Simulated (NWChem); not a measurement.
# SOF2 (thionyl fluoride): B3LYP/LANL2DZ (core potential)

What is the vertical ionisation energy of SOF2 (thionyl fluoride) at B3LYP/LANL2DZ (core potential)? 

The results are computed with NWChem 7.3.0.

## 1. The structure to begin with

SOF2 has 4 atoms, charge 0, and is taken as a singlet. SMILES: `O=S(F)F`. The shape is that of a PBE0-D4/def2-TZVP optimisation.

Bond lengths: O1–S2 1.419 Å, S2–F3 1.588 Å, S2–F4 1.588 Å. Angles: O1–S2–F3 106.5°, O1–S2–F4 106.4°, F3–S2–F4 93.0°.

## 2. A single-point energy at B3LYP/LANL2DZ (core potential)

The input, f2os.xyz:

```xyz
4
F2OS energy
O      0.932400     0.066600    -1.017800
S     -0.151300    -0.426200    -0.245700
F     -1.124400     0.804200     0.000400
F      0.343300    -0.444600     1.263100
```

The input, f2os.nw:

```
start f2os
title "F2OS energy"
memory total 2200 mb
charge 0

geometry units angstrom noautosym nocenter noautoz
  load format xyz f2os.xyz
end

basis "ao basis" spherical bse
  * library LANL2DZ
end

ecp bse
  S library LANL2DZ
end

dft
  xc b3lyp
  mult 1
  grid fine
  convergence energy 1e-08
  iterations 100
  mulliken
  noprint "final vectors analysis"
end

task dft energy
```

Launch:

```console
$ nwchem f2os.nw > f2os.out
```

Log:

```text
[...]
          Wavefunction type:  closed shell.
          No. of atoms     :     4
          No. of electrons :    32
[...]
          Charge           :     0
          Spin multiplicity:     1
[...]
          AO basis - number of functions:    35
[...]
              XC Information
              --------------
                         B3LYP Method XC Potential
                     Hartree-Fock (Exact) Exchange  0.200
                        Slater Exchange Functional  0.800 local
                    Becke 1988 Exchange Functional  0.720 non-local
              Lee-Yang-Parr Correlation Functional  0.810
                  VWN I RPA Correlation Functional  0.190 local
[...]
 d= 0,ls=0.0,diis     1   -284.6482861384 -3.89D+02  6.42D-02  1.24D+00     0.6
[...]
 d= 0,ls=0.0,diis    10   -284.8244130547 -6.08D-11  3.94D-07  3.43D-10     3.7
         Total DFT energy =     -284.824413054739
      One electron energy =     -604.024846336061
           Coulomb energy =      246.930342487758
    Exchange-Corr. energy =      -31.838113470500
 Nuclear repulsion energy =      104.108204264064
[...]
      Total Density - Mulliken Population Analysis
     ---------------------------------------------
    Atom       Charge   Shell Charges
 -----------   ------   -------------------------------------------------------
    1 O    8     8.58   2.00  0.97  0.99  3.42  1.20
    2 S    6     4.66   1.04  0.80  2.18  0.64
    3 F    9     9.38   2.00  1.01  0.96  3.94  1.47
    4 F    9     9.38   2.00  1.01  0.96  3.94  1.47
[...]
```

Run time: 4.5 s. Hardware: 1 thread of AMD EPYC 7R43 (Zen 3), shared host; peak memory 0.11 GiB.

## 3. The doublet cation at the same level

The input, run.xyz:

```xyz
4
F2OS B3LYP
O      0.932400     0.066600    -1.017800
S     -0.151300    -0.426200    -0.245700
F     -1.124400     0.804200     0.000400
F      0.343300    -0.444600     1.263100
```

The input, run.nw:

```
start run
title "F2OS B3LYP"
memory total 2200 mb
charge 1

geometry units angstrom noautosym nocenter noautoz
 load format xyz run.xyz
end

basis spherical bse
 * library LANL2DZ
end

ecp bse
 S library LANL2DZ
end

dft
 xc b3lyp
 mult 2
 grid fine
 convergence energy 1e-08
 iterations 100
 mulliken
 print low
end

task dft
```

Launch:

```console
$ nwchem run.nw > run.out
```

Log:

```text
[...]
 d= 0,ls=0.0,diis     1   -283.9003841695 -3.88D+02  4.38D-02  8.08D-01     1.0
[...]
 d= 0,ls=0.0,diis    13   -284.3551889810 -1.39D-09  7.68D-07  7.82D-10     6.6
[...]
         Total DFT energy =     -284.355188981026
      One electron energy =     -593.839326034487
           Coulomb energy =      236.775497543985
    Exchange-Corr. energy =      -31.399564754589
 Nuclear repulsion energy =      104.108204264064
[...]
      Total Density - Mulliken Population Analysis
     ---------------------------------------------
    Atom       Charge   Shell Charges
 -----------   ------   -------------------------------------------------------
    1 O    8     8.19   2.00  1.02  0.97  3.30  0.90
    2 S    6     4.39   1.02  0.70  2.21  0.46
    3 F    9     9.21   2.00  1.03  0.96  3.89  1.33
    4 F    9     9.21   2.00  1.03  0.96  3.89  1.33
[...]
      <S2> =      0.7585 (Exact =     0.7500)
[...]
```

Run time: 7.5 s. Hardware: 1 thread of AMD EPYC 7R43 (Zen 3), shared host; peak memory 0.11 GiB.

## 4. Summary of results

Level: B3LYP/LANL2DZ (core potential).

```
                                          quantity          value
                        singlet SOF2: total energy  -284.82441 Eh
                       singlet SOF2: dipole moment         2.52 D
                      doublet cation: total energy  -284.35519 Eh
                              doublet cation: ⟨S²⟩          0.758
vertical ionisation energy (to the doublet cation)      12.768 eV
```

The vertical ionisation energy comes to 12.77 eV (294 kcal/mol). Mulliken charges (singlet SOF2) run from -0.58 on O1 to +1.34 on S2. Mulliken charges (doublet cation) run from -0.21 on F3 to +1.61 on S2; they depend strongly on the basis.
